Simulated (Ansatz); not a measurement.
```yaml
crystal:
  periodic: [false, false, false]
  atoms:
    - {symbol: N, position_ang: [-2.073296, -0.685913, -0.039066]}
    - {symbol: Si, position_ang: [-0.594848, -0.161516, -0.004467]}
    - {symbol: Si, position_ang: [1.578501, 0.434773, 0.013032]}
    - {symbol: H, position_ang: [1.402512, 1.917591, 0.304204]}
basis:
  gaussian: {orbitals: def2-TZVP}
hamiltonian: {xc: pbe0}
relax: {f_tol: 0.004, max_steps: 80}
```

```sh
$ ansatz run in.yaml --threads 1 --pin off --events-out ev --progress --plain --max-ram 2176MiB
```

Steps of the relaxation (energy above the last step; positions in Å, forces in eV/Å):

```
4
step 1, 122.5 meV
N    -2.073   -0.686   -0.039   -0.346   -0.265   -0.035
Si   -0.595   -0.162   -0.004   -0.616    0.398    0.103
Si    1.579    0.435    0.013    1.386   -0.015   -0.064
H     1.403    1.918    0.304   -0.424   -0.117   -0.004
```

```
4
step 2, 12.3 meV
N    -2.032   -0.664   -0.037   -0.046    0.030    0.008
Si   -0.582   -0.048    0.017   -0.087   -0.170   -0.029
Si    1.698    0.386   -0.002   -0.074    0.369    0.074
H     1.228    1.831    0.295    0.207   -0.229   -0.053
```

```
4
step 3, 0.4 meV
N    -2.057   -0.675   -0.038    0.021    0.009    0.001
Si   -0.597   -0.082    0.011   -0.077   -0.013    0.001
Si    1.686    0.409    0.003    0.053    0.064    0.010
H     1.281    1.853    0.297    0.003   -0.060   -0.012
```

```
4
step 5, 0.0 meV
N    -2.058   -0.673   -0.037    0.001    0.002    0.000
Si   -0.597   -0.084    0.011   -0.002   -0.003   -0.001
Si    1.691    0.412    0.004    0.003   -0.001    0.000
H     1.278    1.850    0.297   -0.002    0.002    0.000
```

Close pairs at the end: Si3–H4 1.524 Å, N1–Si2 1.576 Å, Si2–Si3 2.341 Å.

A stationary point of restricted PBE0 after 5 steps (its stability towards spin polarisation wasn't tested); no frequencies were run, so it isn't proven a minimum. 17 s on 1 thread of AMD EPYC 7R43, shared host.
